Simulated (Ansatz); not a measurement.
A made-up structure of CH6BN, closed shell:

| atom | x (Å) | y (Å) | z (Å) |
| --- | --- | --- | --- |
| B1 | 0.3890 | 1.2240 | -0.1176 |
| C2 | 0.2900 | -0.3118 | -0.2201 |
| N3 | -0.5403 | -1.0019 | 0.7443 |
| H4 | 1.2091 | 1.7969 | -0.7747 |
| H5 | -0.3879 | 1.8624 | 0.5363 |
| H6 | -0.0599 | -0.3952 | -1.2803 |
| H7 | 1.1025 | 0.3409 | 0.0656 |
| H8 | -0.8018 | -1.9273 | 0.4326 |
| H9 | -1.3881 | -0.4849 | 0.9338 |

It is relaxed with PBE-D4/def2-SVP and then PBE0-D4/def2-TZVP (Ansatz 0.2.0). Atoms count as bonded within 1.22 times the sum of their covalent radii (H–H: 0.88 Å). The end point is not checked to be a true minimum.

Problem. Does its bonding change? (Judge from chemistry; the calculation decides.)

Solution. Computed: Yes. Formed: none; broken: C2–H7.

Where it ends: The first stage lowers the energy by 2.75 eV in 28 steps. It ends as CH₆BN ([BH3][CH][NH2]):
| atom | x (Å) | y (Å) | z (Å) |
| --- | --- | --- | --- |
| B1 | 0.5512 | 1.1291 | 0.0099 |
| C2 | 0.0664 | -0.3038 | -0.2810 |
| N3 | -0.8964 | -0.9119 | 0.3504 |
| H4 | 0.4680 | 1.7121 | -1.0630 |
| H5 | -0.0759 | 1.6427 | 0.9161 |
| H6 | 0.5164 | -0.9191 | -1.0635 |
| H7 | 1.7526 | 1.0217 | 0.2160 |
| H8 | -1.1988 | -1.8513 | 0.1423 |
| H9 | -1.3710 | -0.4162 | 1.0927 |

Labels in which every atom is bracketed show which atoms are joined, not bond orders.

For scale, one of the runs: PBE0-D4/def2-TZVP relaxation, 129 basis functions, launched by `ansatz run in.yaml --threads 2 --pin off --events-out ev --progress --plain --max-ram 4352MiB`. Hardware: 2 CPU threads of an Arm Neoverse V1, shared host. Wall time about 15 s.
